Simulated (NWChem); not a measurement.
**Correlation energy of Li**

```xyz
1

Li     0.0000     0.0000     0.0000
```
Charge 0, spin multiplicity 2.

Everything below was run with NWChem.

Basis set: cc-pVQZ. Each correlation energy counts from its own Hartree-Fock reference.

The correlated methods freeze no orbitals. The stability of the SCF solutions was not checked. Open-shell Hartree-Fock references start from PBE0 orbitals. No row is a measurement; the coupled-cluster row has its own basis-set and correlation limits.

```csv
method,correlation energy (mHa)
UMP2,[?]
SCS-UMP2,[?]
CCSD on ROHF,-17.1
CCSD[T] on ROHF,-17.1
CCSD(T) on ROHF,-17.1
CCSD on UHF,-17.1
CCSD[T] on UHF,-17.1
CCSD(T) on UHF,-17.1
```

Complete the blanks.


- UMP2, correlation energy (mHa): -14.6
- SCS-UMP2, correlation energy (mHa): -17.3
